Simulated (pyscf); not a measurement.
Insertion: O=Si: (SMILES O=[Si]) [singlet] + NH₃ (SMILES N) -> H₂N–SiH=O (SMILES N[SiH]=O)

Gas phase, singlet surface, charge 0. Bonds broken: N3–H4. Bonds formed: Si1–N3, Si1–H4. Optimised with ωB97X-D3(BJ)/def2-SVP in PySCF. MP2 and CC: frozen core, UHF for open shells. ΔMP2 is the change of the MP2 total energy from the triple- to the quadruple-zeta basis.

Transition state (Å):

```xyz
6

Si     0.8810     1.1056    -0.9305
O      1.2894     0.7364    -2.3616
N      0.0881    -0.1865     0.1303
H     -0.3580     1.2060     0.1222
H      0.4070    -0.1973     1.1033
H     -0.3518    -1.0826    -0.1209
```

One imaginary mode, 1645i cm⁻¹; descent along it reached the two sides named, in the forms told below.

```tsv
bond	change	reactant side (Å)	saddle	product side
N3–H4	breaks	1.021	1.462	2.553
Si1–N3	forms	2.334	1.850	1.689
Si1–H4	forms	3.0	1.629	1.482
```

Electronic energies relative to the separated reactants (kcal/mol):

```json
[
 {"level": "ωB97X-D3(BJ)/def2-TZVP", "barrier": "43.6", "reaction energy": "-29.6", "reverse barrier": "73.1"},
 {"level": "PBE/def2-TZVP", "barrier": "34.6", "reaction energy": "-24.5", "reverse barrier": "59.1"},
 {"level": "r²SCAN/def2-TZVP", "barrier": "35.5", "reaction energy": "-30.0", "reverse barrier": "65.5"},
 {"level": "B3LYP-D3(BJ)/def2-TZVP", "barrier": "42.0", "reaction energy": "-25.7", "reverse barrier": "67.7"},
 {"level": "PBE0-D3(BJ)/def2-TZVP", "barrier": "38.7", "reaction energy": "-28.5", "reverse barrier": "67.2"},
 {"level": "M06-2X/def2-TZVP", "barrier": "44.6", "reaction energy": "-26.6", "reverse barrier": "71.2"},
 {"level": "ωB97M-D3(BJ)/def2-TZVP", "barrier": "46.3", "reaction energy": "-23.6", "reverse barrier": "69.9"},
 {"level": "HF/def2-TZVP", "barrier": "64.5", "reaction energy": "-26.5", "reverse barrier": "91.0"},
 {"level": "MP2/def2-QZVPP", "barrier": "44.4", "reaction energy": "-25.8", "reverse barrier": "70.1"},
 {"level": "CCSD/def2-TZVPP", "barrier": "50.5", "reaction energy": "-23.2", "reverse barrier": "73.6"},
 {"level": "CCSD(T)/def2-TZVPP", "barrier": "46.8", "reaction energy": "-22.3", "reverse barrier": "69.1"},
 {"level": "CCSD(T)/def2-TZVPP + ΔMP2(QZVPP)", "barrier": "46.0", "reaction energy": "-23.3", "reverse barrier": "69.3"}
]
```

With CCSD(T)/def2-TZVPP + ΔMP2(QZVPP) energies and thermal terms (ideal gas, 1 atm, RRHO with modes under 100 cm⁻¹ raised to 100, one conformer, R ln 2 for rigid chiral ones), in kcal/mol:

```tsv
T (K)	ΔH‡	ΔG‡	ΔH	ΔG
298	43.1	52.0	-23.9	-14.5
600	43.3	61.0	-23.4	-5.1
900	43.9	69.7	-22.4	+3.8
1200	44.6	78.2	-21.3	+12.3
```

On the reactant side the descent ends in a bound adduct (not fully relaxed), 11.6 kcal/mol under the separated species and 55.1 kcal/mol under the saddle at ωB97X-D3(BJ)/def2-TZVP. The same reactants have a lower exit, to H₂N–Si:–OH [singlet] (barrier +6.8 kcal/mol at ωB97M-D3(BJ), against +46.3 kcal/mol here). H₂N–SiH=O lies 5.8 kcal/mol over its isomer H₂N–Si:–OH [singlet], and others may lie lower still (electronic energy, ωB97M-D3(BJ)). This is the saddle that the search found; another between the same sides may lie lower. The CCSD(T) − MP2 part came from Ansatz, without density fitting, on the same reference.
